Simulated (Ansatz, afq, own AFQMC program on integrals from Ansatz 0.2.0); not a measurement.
**AlB, triplet: a scan with AFQMC**

```xyz
2

B     0.0000    0.0000    0.0000
Al    0.0000    0.0000    2.0234
```

The B1–Al2 distance is changed with both sides rigid. Energies in eV count from this geometry (2.023 Å) at the same level; the start stands on UHF, each point on the determinant named.

Basis cc-pVDZ. Only valence electrons are correlated. Integrals, coupled cluster, full CI and functionals: Ansatz 0.2.0; the random walks run on the same integrals in our own AFQMC program. The CISD trial takes its coefficients from CCSD amplitudes. Released means that phaseless walkers are propagated on without the constraint, phases kept. Error bars are statistical, one sigma.

Cautions, each for one point or more: (T) is large; a spin-contaminated unrestricted determinant lies lower; an unrestricted solution with more broken spin lies lower; cluster runs in doubt by the program's own checks; lower spins were not checked; strong correlation; the ph-AFQMC/CISD walk drifts between its halves; the search met a lower determinant of the same kind, perhaps of another symmetry, and this one is a saddle point; unrestricted determinant spin contaminated.

```csv
r(B1–Al2) / Å,det.,T1,weight,⟨S²⟩,CCSD,PBE0,CCSD(T)
1.605,ROHF,0.073,0.81,pure,2.201,1.980§,2.211
2.496,UHF†,0.053,0.84,2.02,0.042,0.216,0.161
3.214,UHF,0.045,0.82,2.02,0.965,1.144,1.028
4.536,UHF†,0.014,0.87,2.02,1.354,1.927,1.558
6.969,UHF†,0.013,0.88,2.02,1.401,2.060,1.608
```

Task: Estimate the curve of full CI, counted from the same start.

Result: 
```tsv
r(B1–Al2) / Å	det.	T1	weight	⟨S²⟩	FCI	ph-AFQMC/CISD	CCSDT(Q)
1.605	ROHF	0.073	0.81	pure	2.230	2.199 ± 0.005	2.232
2.496	UHF†	0.053	0.84	2.02	0.187	0.127 ± 0.004	0.187
3.214	UHF	0.045	0.82	2.02	1.016	1.046 ± 0.006	–
4.536	UHF†	0.014	0.87	2.02	1.594	1.553 ± 0.003	1.614
6.969	UHF†	0.013	0.88	2.02	1.680	1.602 ± 0.003	1.680
```

Weight is that of the determinant in the CISD state; at the start T1 is 0.085 and the weight 0.78, and ⟨S²⟩ is 2.15. A dagger marks points whose determinant fills other symmetries than the start's, so the wave-function levels may follow another state there, or a degenerate partner. Symmetry can't show for every point that it stays on the start's state. A dash marks a missing value, a released energy that hasn't settled or a functional that sits on another state. § marks a functional whose ⟨S²⟩ is too high by over 0.1 (PBE0 at the start too). Largest departures from full CI: CCSD(T) -0.073 eV at 6.969 (on UHF), ph-AFQMC/CISD -0.078 eV at 6.969 (on UHF), CCSDT(Q) 0.020 eV at 4.536 (on UHF), CCSD -0.280 eV at 6.969 (on UHF). The functionals aren't scored here. In this small basis the wave-function levels are far from their limit, so their gap to the functionals isn't the functionals' error. In total energy ph-AFQMC/CISD lies 94.6 ± 2.2 meV above full CI at the start, so its agreement along the curve rests in part on cancellation.

CCSDT and higher add their correlation energy to the determinant of the CCSD(T) run, since their own runs factorise the integrals more tightly (a shift of under 2 meV). A walk keeps the symmetry of its determinant, which the program's search chose and which needn't be the lowest solution, so a lower state of the same spin and another symmetry isn't excluded.
